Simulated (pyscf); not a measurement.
Four-centre exchange: H₂N–SiH(NH₂)–NH₂ (SMILES N[SiH](N)N) + SiH₄ (SMILES [SiH4]) → H₂N–SiH(NH₂)–NH–SiH₃ (SMILES N[SiH](N)N[SiH3]) + H₂ (SMILES [H][H])

Gas phase, singlet surface, charge 0. Bonds broken: N1–H5, Si12–H13. Bonds formed: N1–Si12, H5–H13. Optimised with ωB97X-D3(BJ)/def2-SVP in PySCF.

Transition state (Å):

```xyz
16

N      0.3318     0.9080    -0.4176
Si    -1.1357    -0.1370    -0.2876
N     -2.2071     0.0503    -1.6068
N     -1.8048     0.4380     1.1789
H      0.3151     1.7958     0.3630
H      0.5994     1.1268    -1.3801
H     -0.6649    -1.5473    -0.3485
H     -2.2781    -0.6183    -2.3636
H     -2.8272     0.8449    -1.7103
H     -2.5772    -0.0251     1.6429
H     -1.2284     0.9779     1.8203
Si     1.7764     0.4890     0.7007
H      0.8194     2.0394     1.4290
H      2.2918    -0.6667    -0.1443
H      2.9336     1.4213     0.6917
H      1.3881    -0.1977     1.9621
```

One imaginary mode, 1349i cm⁻¹; descent along it reached the two sides named.

```csv
bond,change,reactant side (Å),saddle,product side
N1–H5,breaks,1.016,1.182,3.2
Si12–H13,breaks,1.489,1.962,5.0
N1–Si12,forms,3.1,1.874,1.736
H5–H13,forms,2.9,1.204,0.763
```

Electronic energies relative to the separated reactants (kJ/mol):

| level | barrier | reaction energy | reverse barrier |
|---|---|---|---|
| ωB97X-D3(BJ)/def2-TZVP | 168.7 | -40.1 | 208.8 |
| PBE/def2-TZVP | 163.5 | -24.1 | 187.6 |
| r²SCAN/def2-TZVP | 165.9 | -33.8 | 199.7 |
| B3LYP-D3(BJ)/def2-TZVP | 173.9 | -34.4 | 208.3 |
| PBE0-D3(BJ)/def2-TZVP | 161.0 | -30.7 | 191.7 |
| M06-2X/def2-TZVP | 175.0 | -43.3 | 218.3 |
| ωB97M-D3(BJ)/def2-TZVP | 173.8 | -32.4 | 206.2 |
| HF/def2-TZVP | 259.7 | -18.5 | 278.3 |

With ωB97M-D3(BJ)/def2-TZVP energies and thermal terms (ideal gas, 1 atm, RRHO with modes under 100 cm⁻¹ raised to 100, one conformer, R ln 2 for chiral ones without a mode under 150 cm⁻¹), in kJ/mol:

```csv
T (K),ΔH‡,ΔG‡,ΔH,ΔG
298,165.6,210.2,-42.3,-34.9
600,166.4,255.4,-37.7,-29.2
900,169.4,299.2,-34.0,-25.8
1200,173.1,342.0,-31.1,-23.5
```

At the saddle there is also a short H–Si contact that neither side keeps. This is the saddle that the search found; another between the same sides may lie lower.
